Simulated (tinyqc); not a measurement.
Inside a calculation (part 1 of 2). Method: MP2 on RHF in the sto-6g basis, for BH3, spin multiplicity 1. Computed by tinyqc, a small Python program that keeps every step (integrals from PySCF). Settings: charge = 0, multiplicity = 1, basis = sto-6g, method = RHF, energy threshold = 1e-10, iteration cap = 82, orthogonalisation = symmetric, start = core, DIIS depth = 6. Command: `OMP_NUM_THREADS=1 python tinyqc.py 22504 22505 out.jsonl` (the two numbers bound the seeds that draw the settings). One thread of a shared host (Intel(R) Xeon(R) Processor @ 2.60GHz), about 0.3 s of CPU time with the checks. The early iterations of the SCF are left out here.

## One-electron integrals

Geometry (angstrom):
```
atom,x,y,z
B,0.000000,0.000000,0.001000
H,1.310000,0.000000,0.000000
H,-0.655000,1.134000,0.000000
H,-0.655000,-1.134000,0.000000
```

Basis sto-6g: exponents (1/bohr^2) and contraction coefficients of normalised primitives:
```
element,l (shell),exponent,coefficient
B,s (1),506.011147,0.009164
B,s (1),92.776814,0.049362
B,s (1),25.955658,0.168538
B,s (1),8.916445,0.370563
B,s (1),3.462507,0.416492
B,s (1),1.426054,0.130334
B,s (2),23.194575,-0.013253
B,s (2),4.590810,-0.046992
B,s (2),1.426819,-0.033785
B,s (2),0.548948,0.250242
B,s (2),0.238410,0.595117
B,s (2),0.109280,0.240706
B,p (3),23.194575,0.003760
B,p (3),4.590810,0.037679
B,p (3),1.426819,0.173897
B,p (3),0.548948,0.418036
B,p (3),0.238410,0.425859
B,p (3),0.109280,0.101708
H,s (1),35.523221,0.009164
H,s (1),6.513144,0.049361
H,s (1),1.822143,0.168538
H,s (1),0.625955,0.370563
H,s (1),0.243077,0.416492
H,s (1),0.100112,0.130334
```

Overlap, kinetic and nuclear-attraction integrals over the contracted functions; the nuclear repulsion is the sum of Za Zb / Rab.

nuclear repulsion = 6.76041458 hartree

overlap S, lower triangle:
```
,1B 1s,1B 2s,1B 2px,1B 2py,1B 2pz,2H 1s,3H 1s,4H 1s
1B 1s,1.000000
1B 2s,0.264891,1.000000
1B 2px,0.000000,0.000000,1.000000
1B 2py,0.000000,0.000000,0.000000,1.000000
1B 2pz,0.000000,0.000000,0.000000,0.000000,1.000000
2H 1s,0.052707,0.416227,0.445790,0.000000,-0.000340,1.000000
3H 1s,0.052758,0.416433,-0.223046,0.386160,-0.000341,0.077274,1.000000
4H 1s,0.052758,0.416433,-0.223046,-0.386160,-0.000341,0.077274,0.077370,1.000000
```

kinetic energy T (hartree), lower triangle:
```
,1B 1s,1B 2s,1B 2px,1B 2py,1B 2pz,2H 1s,3H 1s,4H 1s
1B 1s,10.947243
1B 2s,-0.333880,0.374498
1B 2px,0.000000,0.000000,1.125026
1B 2py,0.000000,0.000000,0.000000,1.125026
1B 2pz,0.000000,0.000000,0.000000,0.000000,1.125026
2H 1s,-0.011531,0.060878,0.176850,0.000000,-0.000135,0.768522
3H 1s,-0.011532,0.060966,-0.088542,0.153293,-0.000135,-0.011766,0.768522
4H 1s,-0.011532,0.060966,-0.088542,-0.153293,-0.000135,-0.011766,-0.011770,0.768522
```

nuclear attraction V (hartree), lower triangle:
```
,1B 1s,1B 2s,1B 2px,1B 2py,1B 2pz,2H 1s,3H 1s,4H 1s
1B 1s,-24.603840
1B 2s,-3.065269,-4.935229
1B 2px,0.000016,0.000115,-4.985789
1B 2py,0.000000,0.000000,0.000000,-4.985788
1B 2pz,0.000037,0.000323,0.000000,0.000000,-4.833628
2H 1s,-0.669779,-1.751302,-1.773291,0.000000,0.001410,-3.708009
3H 1s,-0.670440,-1.752424,0.887416,-1.536338,0.001411,-0.308781,-3.708707
4H 1s,-0.670440,-1.752424,0.887416,1.536338,0.001411,-0.308781,-0.309172,-3.708707
```

core Hamiltonian H = T + V (hartree), lower triangle:
```
,1B 1s,1B 2s,1B 2px,1B 2py,1B 2pz,2H 1s,3H 1s,4H 1s
1B 1s,-13.656597
1B 2s,-3.399149,-4.560731
1B 2px,0.000016,0.000115,-3.860762
1B 2py,0.000000,0.000000,0.000000,-3.860761
1B 2pz,0.000037,0.000323,0.000000,0.000000,-3.708602
2H 1s,-0.681310,-1.690424,-1.596441,0.000000,0.001275,-2.939487
3H 1s,-0.681972,-1.691459,0.798874,-1.383045,0.001276,-0.320547,-2.940185
4H 1s,-0.681972,-1.691459,0.798874,1.383045,0.001276,-0.320547,-0.320942,-2.940185
```

## Two-electron integrals

Functions are numbered as in S; the eight-fold symmetry (ij|kl) = (ji|kl) = (kl|ij) leaves the list below.

Two-electron integrals (ij|kl) in chemists' order, unique and non-zero (hartree):
```
i,j,k,l,(ij|kl)
1,1,1,1,2.924993
2,1,1,1,0.480756
2,1,2,1,0.099484
2,2,1,1,0.743449
2,2,2,1,0.188967
2,2,2,2,0.544922
3,1,3,1,0.021096
3,2,3,1,0.030854
3,2,3,2,0.120443
3,3,1,1,0.743450
3,3,2,1,0.188967
3,3,2,2,0.544922
3,3,3,3,0.587109
4,1,4,1,0.021096
4,2,4,1,0.030854
4,2,4,2,0.120443
4,3,4,3,0.031641
4,4,1,1,0.743450
4,4,2,1,0.188967
4,4,2,2,0.544922
4,4,3,3,0.523827
4,4,4,4,0.587109
5,1,5,1,0.021096
5,2,5,1,0.030854
5,2,5,2,0.120443
5,3,5,3,0.031641
5,4,5,4,0.031641
5,5,1,1,0.743450
5,5,2,1,0.188967
5,5,2,2,0.544922
5,5,3,3,0.523827
5,5,4,4,0.523827
5,5,5,5,0.587109
6,1,1,1,0.099097
6,1,2,1,0.019865
6,1,2,2,0.037415
6,1,3,1,0.001561
6,1,3,2,0.002978
6,1,3,3,0.037822
6,1,4,4,0.037211
6,1,5,1,-1.19e-06
6,1,5,2,-2.27e-06
6,1,5,3,-4.67e-07
6,1,5,5,0.037211
6,1,6,1,0.004116
6,2,1,1,0.238394
6,2,2,1,0.061634
6,2,2,2,0.195664
6,2,3,1,0.007213
6,2,3,2,0.042560
6,2,3,3,0.206792
6,2,4,4,0.190100
6,2,5,1,-0.000006
6,2,5,2,-0.000032
6,2,5,3,-0.000013
6,2,5,5,0.190100
6,2,6,1,0.013073
6,2,6,2,0.097743
6,3,1,1,0.225781
6,3,2,1,0.059195
6,3,2,2,0.197839
6,3,3,1,0.012338
6,3,3,2,0.068345
6,3,3,3,0.218603
6,3,4,4,0.187456
6,3,5,1,-4.51e-06
6,3,5,2,-0.000030
6,3,5,3,-0.000018
6,3,5,5,0.187456
6,3,6,1,0.013194
6,3,6,2,0.115581
6,3,6,3,0.144494
6,4,4,1,0.006436
6,4,4,2,0.029292
6,4,4,3,0.007949
6,4,5,4,-0.000006
6,4,6,4,0.010661
6,5,1,1,-0.000172
6,5,2,1,-0.000045
6,5,2,2,-0.000151
6,5,3,1,-4.51e-06
6,5,3,2,-0.000030
6,5,3,3,-0.000155
6,5,4,4,-0.000143
6,5,5,1,0.006436
6,5,5,2,0.029292
6,5,5,3,0.007949
6,5,5,5,-0.000155
6,5,6,1,-0.000010
6,5,6,2,-0.000088
6,5,6,3,-0.000102
6,5,6,5,0.010661
6,6,1,1,0.400002
6,6,2,1,0.105592
6,6,2,2,0.378360
6,6,3,1,0.014842
6,6,3,2,0.115935
6,6,3,3,0.422815
6,6,4,4,0.356133
6,6,5,1,-0.000011
6,6,5,2,-0.000088
6,6,5,3,-0.000051
6,6,5,5,0.356133
6,6,6,1,0.022927
6,6,6,2,0.243045
6,6,6,3,0.312229
6,6,6,5,-0.000238
6,6,6,6,0.774999
7,1,1,1,0.099195
7,1,2,1,0.019884
7,1,2,2,0.037451
7,1,3,1,-0.000782
7,1,3,2,-0.001491
7,1,3,3,0.037400
7,1,4,1,0.001353
7,1,4,2,0.002581
7,1,4,3,-0.000265
7,1,4,4,0.037706
7,1,5,1,-1.19e-06
7,1,5,2,-2.28e-06
7,1,5,3,2.34e-07
7,1,5,4,-4.05e-07
7,1,5,5,0.037247
7,1,6,1,0.003926
7,1,6,2,0.011850
7,1,6,3,0.011111
7,1,6,4,0.000506
7,1,6,5,-0.000009
7,1,6,6,0.020172
7,1,7,1,0.004124
7,2,1,1,0.238551
7,2,2,1,0.061674
7,2,2,2,0.195782
7,2,3,1,-0.003610
7,2,3,2,-0.021298
7,2,3,3,0.194393
7,2,4,1,0.006250
7,2,4,2,0.036874
7,2,4,3,-0.007233
7,2,4,4,0.202737
7,2,5,1,-0.000006
7,2,5,2,-0.000033
7,2,5,3,0.000006
7,2,5,4,-0.000011
7,2,5,5,0.190215
7,2,6,1,0.011846
7,2,6,2,0.063912
7,2,6,3,0.060650
7,2,6,4,0.007612
7,2,6,5,-0.000056
7,2,6,6,0.120843
7,2,7,1,0.013094
7,2,7,2,0.097847
7,3,1,1,-0.112986
7,3,2,1,-0.029622
7,3,2,2,-0.098998
7,3,3,1,0.007919
7,3,3,2,0.039087
7,3,3,3,-0.103668
7,3,4,1,-0.002558
7,3,4,2,-0.016921
7,3,4,3,0.010192
7,3,4,4,-0.099524
7,3,5,1,2.26e-06
7,3,5,2,0.000015
7,3,5,3,-0.000009
7,3,5,4,0.000005
7,3,5,5,-0.093803
7,3,6,1,-0.005117
7,3,6,2,-0.023738
7,3,6,3,-0.017366
7,3,6,4,-0.001964
7,3,6,5,0.000021
7,3,6,6,-0.039689
7,3,7,1,-0.006609
7,3,7,2,-0.057864
7,3,7,3,0.044182
7,4,1,1,0.195613
7,4,2,1,0.051285
7,4,2,2,0.171396
7,4,3,1,-0.002558
7,4,3,2,-0.016921
7,4,3,3,0.165705
7,4,4,1,0.010869
7,4,4,2,0.058609
7,4,4,3,-0.009700
7,4,4,4,0.186081
7,4,5,1,-3.90e-06
7,4,5,2,-0.000026
7,4,5,3,0.000005
7,4,5,4,-0.000015
7,4,5,5,0.162401
7,4,6,1,0.009870
7,4,6,2,0.056319
7,4,6,3,0.053329
7,4,6,4,0.012300
7,4,6,5,-0.000049
7,4,6,6,0.106998
7,4,7,1,0.011443
7,4,7,2,0.100180
7,4,7,3,-0.058012
7,4,7,4,0.111110
7,5,1,1,-0.000172
7,5,2,1,-0.000045
7,5,2,2,-0.000151
7,5,3,1,2.26e-06
7,5,3,2,0.000015
7,5,3,3,-0.000146
7,5,4,1,-3.90e-06
7,5,4,2,-0.000026
7,5,4,3,0.000005
7,5,4,4,-0.000152
7,5,5,1,0.006441
7,5,5,2,0.029313
7,5,5,3,-0.003978
7,5,5,4,0.006887
7,5,5,5,-0.000155
7,5,6,1,-0.000009
7,5,6,2,-0.000056
7,5,6,3,-0.000052
7,5,6,4,-0.000006
7,5,6,5,0.006283
7,5,6,6,-0.000111
7,5,7,1,-0.000010
7,5,7,2,-0.000088
7,5,7,3,0.000051
7,5,7,4,-0.000089
7,5,7,5,0.010675
7,6,1,1,0.041980
7,6,2,1,0.010852
7,6,2,2,0.034979
7,6,3,1,0.000533
7,6,3,2,0.003187
7,6,3,3,0.035322
7,6,4,1,0.000923
7,6,4,2,0.005520
7,6,4,3,0.000290
7,6,4,4,0.035656
7,6,5,1,-1.63e-06
7,6,5,2,-0.000010
7,6,5,3,-1.43e-06
7,6,5,4,-2.47e-06
7,6,5,5,0.033957
7,6,6,1,0.002213
7,6,6,2,0.014863
7,6,6,3,0.016325
7,6,6,4,0.001609
7,6,6,5,-0.000015
7,6,6,6,0.033484
7,6,7,1,0.002216
7,6,7,2,0.014870
7,6,7,3,-0.006774
7,6,7,4,0.014946
7,6,7,5,-0.000015
7,6,7,6,0.002872
7,7,1,1,0.400126
7,7,2,1,0.105624
7,7,2,2,0.378452
7,7,3,1,-0.007427
7,7,3,2,-0.058005
7,7,3,3,0.372904
7,7,4,1,0.012859
7,7,4,2,0.100424
7,7,4,3,-0.028890
7,7,4,4,0.406234
7,7,5,1,-0.000011
7,7,5,2,-0.000089
7,7,5,3,0.000025
7,7,5,4,-0.000044
7,7,5,5,0.356217
7,7,6,1,0.020158
7,7,6,2,0.120797
7,7,6,3,0.112478
7,7,6,4,0.019141
7,7,6,5,-0.000111
7,7,6,6,0.232940
7,7,7,1,0.022956
7,7,7,2,0.243190
7,7,7,3,-0.156243
7,7,7,4,0.270502
7,7,7,5,-0.000239
7,7,7,6,0.033484
7,7,7,7,0.774999
8,1,1,1,0.099195
8,1,2,1,0.019884
8,1,2,2,0.037451
8,1,3,1,-0.000782
8,1,3,2,-0.001491
8,1,3,3,0.037400
8,1,4,1,-0.001353
8,1,4,2,-0.002581
8,1,4,3,0.000265
8,1,4,4,0.037706
8,1,5,1,-1.19e-06
8,1,5,2,-2.28e-06
8,1,5,3,2.34e-07
8,1,5,4,4.05e-07
8,1,5,5,0.037247
8,1,6,1,0.003926
8,1,6,2,0.011850
8,1,6,3,0.011111
8,1,6,4,-0.000506
8,1,6,5,-0.000009
8,1,6,6,0.020172
8,1,7,1,0.003930
8,1,7,2,0.011858
8,1,7,3,-0.005999
8,1,7,4,0.009373
8,1,7,5,-0.000009
8,1,7,6,0.002048
8,1,7,7,0.020179
8,1,8,1,0.004124
8,2,1,1,0.238551
8,2,2,1,0.061674
8,2,2,2,0.195782
8,2,3,1,-0.003610
8,2,3,2,-0.021298
8,2,3,3,0.194393
8,2,4,1,-0.006250
8,2,4,2,-0.036874
8,2,4,3,0.007233
8,2,4,4,0.202737
8,2,5,1,-0.000006
8,2,5,2,-0.000033
8,2,5,3,0.000006
8,2,5,4,0.000011
8,2,5,5,0.190215
8,2,6,1,0.011846
8,2,6,2,0.063912
8,2,6,3,0.060650
8,2,6,4,-0.007612
8,2,6,5,-0.000056
8,2,6,6,0.120843
8,2,7,1,0.011858
8,2,7,2,0.063957
8,2,7,3,-0.036952
8,2,7,4,0.048738
8,2,7,5,-0.000056
8,2,7,6,0.010747
8,2,7,7,0.120883
8,2,8,1,0.013094
8,2,8,2,0.097847
8,3,1,1,-0.112986
8,3,2,1,-0.029622
8,3,2,2,-0.098998
8,3,3,1,0.007919
8,3,3,2,0.039087
8,3,3,3,-0.103668
8,3,4,1,0.002558
8,3,4,2,0.016921
8,3,4,3,-0.010192
8,3,4,4,-0.099524
8,3,5,1,2.26e-06
8,3,5,2,0.000015
8,3,5,3,-0.000009
8,3,5,4,-0.000005
8,3,5,5,-0.093803
8,3,6,1,-0.005117
8,3,6,2,-0.023738
8,3,6,3,-0.017366
8,3,6,4,0.001964
8,3,6,5,0.000021
8,3,6,6,-0.039689
8,3,7,1,-0.005999
8,3,7,2,-0.036952
8,3,7,3,0.027163
8,3,7,4,-0.027670
8,3,7,5,0.000032
8,3,7,6,-0.004918
8,3,7,7,-0.072887
8,3,8,1,-0.006609
8,3,8,2,-0.057864
8,3,8,3,0.044182
8,4,1,1,-0.195613
8,4,2,1,-0.051285
8,4,2,2,-0.171396
8,4,3,1,0.002558
8,4,3,2,0.016921
8,4,3,3,-0.165705
8,4,4,1,0.010869
8,4,4,2,0.058609
8,4,4,3,-0.009700
8,4,4,4,-0.186081
8,4,5,1,3.90e-06
8,4,5,2,0.000026
8,4,5,3,-0.000005
8,4,5,4,-0.000015
8,4,5,5,-0.162401
8,4,6,1,-0.009870
8,4,6,2,-0.056319
8,4,6,3,-0.053329
8,4,6,4,0.012300
8,4,6,5,0.000049
8,4,6,6,-0.106998
8,4,7,1,-0.009373
8,4,7,2,-0.048738
8,4,7,3,0.027670
8,4,7,4,-0.032191
8,4,7,5,0.000042
8,4,7,6,-0.008514
8,4,7,7,-0.087871
8,4,8,1,-0.011443
8,4,8,2,-0.100180
8,4,8,3,0.058012
8,4,8,4,0.111110
8,5,1,1,-0.000172
8,5,2,1,-0.000045
8,5,2,2,-0.000151
8,5,3,1,2.26e-06
8,5,3,2,0.000015
8,5,3,3,-0.000146
8,5,4,1,3.90e-06
8,5,4,2,0.000026
8,5,4,3,-0.000005
8,5,4,4,-0.000152
8,5,5,1,0.006441
8,5,5,2,0.029313
8,5,5,3,-0.003978
8,5,5,4,-0.006887
8,5,5,5,-0.000155
8,5,6,1,-0.000009
8,5,6,2,-0.000056
8,5,6,3,-0.000052
8,5,6,4,0.000006
8,5,6,5,0.006283
8,5,6,6,-0.000111
8,5,7,1,-0.000009
8,5,7,2,-0.000056
8,5,7,3,0.000032
8,5,7,4,-0.000042
8,5,7,5,0.006289
8,5,7,6,-0.000010
8,5,7,7,-0.000111
8,5,8,1,-0.000010
8,5,8,2,-0.000088
8,5,8,3,0.000051
8,5,8,4,0.000089
8,5,8,5,0.010675
8,6,1,1,0.041980
8,6,2,1,0.010852
8,6,2,2,0.034979
8,6,3,1,0.000533
8,6,3,2,0.003187
8,6,3,3,0.035322
8,6,4,1,-0.000923
8,6,4,2,-0.005520
8,6,4,3,-0.000290
8,6,4,4,0.035656
8,6,5,1,-1.63e-06
8,6,5,2,-0.000010
8,6,5,3,-1.43e-06
8,6,5,4,2.47e-06
8,6,5,5,0.033957
8,6,6,1,0.002213
8,6,6,2,0.014863
8,6,6,3,0.016325
8,6,6,4,-0.001609
8,6,6,5,-0.000015
8,6,6,6,0.033484
8,6,7,1,0.002048
8,6,7,2,0.010747
8,6,7,3,-0.004918
8,6,7,4,0.008514
8,6,7,5,-0.000010
8,6,7,6,0.002211
8,6,7,7,0.020015
8,6,8,1,0.002216
8,6,8,2,0.014870
8,6,8,3,-0.006774
8,6,8,4,-0.014946
8,6,8,5,-0.000015
8,6,8,6,0.002872
8,7,1,1,0.042031
8,7,2,1,0.010866
8,7,2,2,0.035022
8,7,3,1,-0.001067
8,7,3,2,-0.006385
8,7,3,3,0.035870
8,7,4,4,0.035197
8,7,5,1,-1.63e-06
8,7,5,2,-0.000010
8,7,5,3,2.86e-06
8,7,5,5,0.033999
8,7,6,1,0.002049
8,7,6,2,0.010753
8,7,6,3,0.009839
8,7,6,5,-0.000010
8,7,6,6,0.020035
8,7,7,1,0.002218
8,7,7,2,0.014890
8,7,7,3,-0.009576
8,7,7,4,0.013354
8,7,7,5,-0.000015
8,7,7,6,0.002214
8,7,7,7,0.033532
8,7,8,1,0.002218
8,7,8,2,0.014890
8,7,8,3,-0.009576
8,7,8,4,-0.013354
8,7,8,5,-0.000015
8,7,8,6,0.002214
8,7,8,7,0.002880
8,8,1,1,0.400126
8,8,2,1,0.105624
8,8,2,2,0.378452
8,8,3,1,-0.007427
8,8,3,2,-0.058005
8,8,3,3,0.372904
8,8,4,1,-0.012859
8,8,4,2,-0.100424
8,8,4,3,0.028890
8,8,4,4,0.406234
8,8,5,1,-0.000011
8,8,5,2,-0.000089
8,8,5,3,0.000025
8,8,5,4,0.000044
8,8,5,5,0.356217
8,8,6,1,0.020158
8,8,6,2,0.120797
8,8,6,3,0.112478
8,8,6,4,-0.019141
8,8,6,5,-0.000111
8,8,6,6,0.232940
8,8,7,1,0.020179
8,8,7,2,0.120883
8,8,7,3,-0.072887
8,8,7,4,0.087871
8,8,7,5,-0.000111
8,8,7,6,0.020015
8,8,7,7,0.233015
8,8,8,1,0.022956
8,8,8,2,0.243190
8,8,8,3,-0.156243
8,8,8,4,-0.270502
8,8,8,5,-0.000239
8,8,8,6,0.033484
8,8,8,7,0.033532
8,8,8,8,0.774999
```

## Orthogonalisation

S = U s U^T; symmetric (Loewdin) form X = U s^(-1/2) U^T, so that X^T S X = 1.

eigenvalues of S: 0.322958  0.413834  0.413912  0.959276  1.000001  1.508796  1.508845  1.872377

X, lower triangle:
```
,1B 1s,1B 2s,1B 2px,1B 2py,1B 2pz,2H 1s,3H 1s,4H 1s
1B 1s,1.031451
1B 2s,-0.168202,1.309871
1B 2px,0.000011,-0.000155,1.158109
1B 2py,0.000000,0.000000,0.000000,1.158142
1B 2pz,0.000023,-0.000225,0.000000,0.000000,1.000000
2H 1s,0.023813,-0.277941,-0.301349,0.000000,0.000222,1.196822
3H 1s,0.023819,-0.278177,0.150824,-0.261107,0.000222,-0.013423,1.197055
4H 1s,0.023819,-0.278177,0.150824,0.261107,0.000222,-0.013423,-0.013402,1.197055
```

## Iteration 7 (converged): orbitals

converged F (hartree), lower triangle:
```
,1B 1s,1B 2s,1B 2px,1B 2py,1B 2pz,2H 1s,3H 1s,4H 1s
1B 1s,-7.530746
1B 2s,-2.112523,-1.016079
1B 2px,0.000003,0.000098,-0.146713
1B 2py,0.000000,0.000000,0.000000,-0.146766
1B 2pz,-0.000018,0.000192,0.000000,0.000000,0.238620
2H 1s,-0.426256,-0.487691,-0.372709,0.000000,0.000206,-0.337011
3H 1s,-0.426665,-0.487940,0.186456,-0.322832,0.000207,-0.106845,-0.337234
4H 1s,-0.426665,-0.487940,0.186456,0.322832,0.000207,-0.106845,-0.106974,-0.337234
```

Diagonalise F' = X^T F X, C = X C', fill 4 alpha and 4 beta electrons from the bottom; D = 2 C_occ C_occ^T. Each column has its largest component positive (the first on a tie).

F' = X^T F X (hartree), lower triangle:
```
,1,2,3,4,5,6,7,8
1,-7.359703
2,-1.114541,-0.206791
3,0.000000,-0.000099,0.162258
4,0.000000,0.000000,0.000000,0.162243
5,0.000007,-0.000147,0.000000,0.000000,0.238620
6,-0.043182,-0.353525,-0.438000,0.000000,0.000255,0.021155
7,-0.043306,-0.353732,0.219138,-0.379434,0.000255,-0.029493,0.021260
8,-0.043306,-0.353732,0.219138,0.379434,0.000255,-0.029493,-0.029486,0.021260
```

orbital energies (hartree): MO1 -7.533055, MO2 -0.629765, MO3 -0.432995, MO4 -0.432972, MO5 0.238620, MO6 0.558569, MO7 0.645916, MO8 0.645984

coefficients C:
```
,MO1,MO2,MO3,MO4,MO5,MO6,MO7,MO8
1B 1s,0.994499,-0.215415,0.000000,-0.000074,-0.000344,-0.241767,0.000649,0.000000
1B 2s,0.022393,0.594182,0.000000,0.000295,0.001576,1.273774,-0.003658,0.000000
1B 2px,-0.000003,-0.000177,0.000000,0.501179,0.000000,0.002723,1.107401,0.000000
1B 2py,0.000000,0.000000,0.501198,0.000000,0.000000,0.000000,0.000000,1.107451
1B 2pz,-0.000002,-0.000128,0.000000,0.000000,0.999999,-0.001733,0.000005,0.000000
2H 1s,-0.003711,0.279893,0.000000,0.532312,-0.000589,-0.677369,-0.883647,0.000000
3H 1s,-0.003713,0.280165,0.460900,-0.265978,-0.000589,-0.674076,0.444709,-0.767040
4H 1s,-0.003713,0.280165,-0.460900,-0.265978,-0.000589,-0.674076,0.444709,0.767040
```

D after iteration 7, lower triangle:
```
,1B 1s,1B 2s,1B 2px,1B 2py,1B 2pz,2H 1s,3H 1s,4H 1s
1B 1s,2.070864
1B 2s,-0.211452,0.707108
1B 2px,-0.000003,0.000085,0.502362
1B 2py,0.000000,0.000000,0.000000,0.502398
1B 2pz,0.000052,-0.000152,0.000000,0.000000,0.000000
2H 1s,-0.128046,0.332763,0.533469,0.000000,-0.000072,0.723421
3H 1s,-0.128049,0.332615,-0.266705,0.462004,-0.000072,-0.126307,0.723359
4H 1s,-0.128049,0.332615,-0.266705,-0.462004,-0.000072,-0.126307,-0.126356,0.723359
```

## Convergence

Stop when the energy changes by less than 1e-10 hartree and every element of the error matrix X^T (F D S - S D F) X is below 3e-06.

Course of the cycle:
```
iteration,E (hartree),change,largest element of the error matrix
1,-24.01015054,-,7.04e-01
2,-26.25775312,-2.25e+00,1.31e-01
3,-26.29198556,-3.42e-02,1.41e-02
4,-26.29220523,-2.20e-04,6.33e-04
5,-26.29220603,-7.99e-07,1.16e-04
6,-26.29220605,-2.09e-08,3.84e-06
7,-26.29220605,-2.63e-11,9.91e-07
```

PySCF RHF in the same basis = -26.29220605 hartree

Converged in 7 iterations.
